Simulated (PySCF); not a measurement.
Geometry:
| atom | x (Å) | y (Å) | z (Å) |
| --- | --- | --- | --- |
| C1 | 1.992 | 0.091 | -0.170 |
| C2 | 0.630 | 0.639 | -0.138 |
| C3 | -0.243 | 1.559 | 0.140 |
| C4 | -0.783 | 0.337 | -0.547 |
| C5 | -1.585 | -0.693 | 0.195 |
| F6 | -1.217 | -1.964 | -0.197 |
| H7 | 2.012 | -0.904 | 0.301 |
| H8 | 2.318 | -0.049 | -1.213 |
| H9 | 2.712 | 0.748 | 0.340 |
| H10 | -0.493 | 2.542 | 0.532 |
| H11 | -1.041 | 0.391 | -1.620 |
| H12 | -2.666 | -0.580 | 0.003 |
| H13 | -1.409 | -0.599 | 1.282 |

Geometry: PBE0-D3(BJ)/def2-SVP; GIAO absolute shieldings from PySCF 2.14.0 with density-fitted response routines, gas phase, non-relativistic, averaged over equivalent atoms.

At PBE0/6-31G (68 basis functions, 3.9 s wall time on 1 thread of an Intel Xeon 6975P-C, shared host):
| atoms | σ (ppm) |
| --- | --- |
| C2 | 76.1 |
| C3 | 99.1 |
| C5 | 110.9 |
| C4 | 180.0 |
| C1 | 185.8 |
| F6 | 419.2 |
| H10 | 26.23 |
| H12 | 27.61 |
| H13 | 28.96 |
| H7/H8/H9 | 30.32 |
| H11 | 30.54 |

Problem. Estimate the result of repeating the calculation with BLYP/pcSseg-1.

Solution. 
```tsv
atoms	σ at BLYP/pcSseg-1	change
C2	41.9	-34.2
C3	69.3	-29.8
C5	75.5	-35.4
C4	150.0	-30.0
C1	160.4	-25.4
F6	392.5	-26.7
H10	25.05	-1.18
H12	26.24	-1.37
H13	27.84	-1.12
H7/H8/H9	29.00	-1.32
H11	29.54	-1.00
```

The largest change is at C5 (sp3 CH2 bonded to F). Cost: 137 basis functions, 11 s wall time on 1 thread of an Intel Xeon 6975P-C, shared host. The order of the carbon signals is the same at both levels.
